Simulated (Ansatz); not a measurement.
Born–Oppenheimer molecular dynamics of BClFH (4 atoms, charge 0, multiplicity 1). It starts from a relaxed structure.

These are results of Ansatz 0.2.0, RKS PBE0-D4/STO-3G, not measurements.

| Quantity | Value |
| --- | --- |
| ensemble | NVT, Langevin thermostat |
| time step | 1 fs |
| steps asked | 100 |
| set temperature | 400 K |
| friction | 0.005 /fs |
| seed | 674711 |

First frame:

```xyz
4
Properties=species:S:1:pos:R:3
B 0.005 0.000 0.001
Cl -0.003 0.000 1.794
F 1.141 0.000 -0.630
H -1.030 0.000 -0.559
```

Question: What does the run give?

Answer: All steps were run.

| Property | Result |
| --- | --- |
| steps done | 100 |
| time covered | 100 fs |
| mean temperature over the second half | 217 K |
| spread of the potential energy over the second half | 4.5 meV per atom |
| mean potential energy of the second half above the start | 12.5 meV per atom |

The mean temperature of the second half is 46 % below the set value. A run of 0.1 ps of so small a system gives no equilibrium averages. Limits of this set-up: minimal basis.

Question: What happens to the structure?

Answer: The same pairs are bonded in the first frame and the last. Pairs count as bonded within 1.25 times the sum of covalent radii (0.12 Å more for H–H). Another seed would give other details.

Question: How do temperature and energy run in time?

Answer: 
| time (fs) | T (K) | potential energy less start (eV) |
| --- | --- | --- |
| 0 | 300 | 0.000 |
| 5 | 121 | 0.104 |
| 10 | 94 | 0.113 |
| 15 | 243 | 0.040 |
| 20 | 132 | 0.098 |
| 25 | 163 | 0.091 |
| 30 | 248 | 0.041 |
| 35 | 68 | 0.112 |
| 40 | 189 | 0.042 |
| 45 | 215 | 0.031 |
| 50 | 110 | 0.075 |
| 55 | 224 | 0.011 |
| 60 | 164 | 0.042 |
| 65 | 150 | 0.057 |
| 70 | 228 | 0.034 |
| 75 | 240 | 0.056 |
| 80 | 226 | 0.033 |
| 85 | 266 | 0.034 |
| 90 | 207 | 0.076 |
| 95 | 316 | 0.060 |
| 100 | 302 | 0.052 |

Time of the run: 55 s on 1 thread of Arm Neoverse V1, on a shared host, peak memory 0.073 GiB.
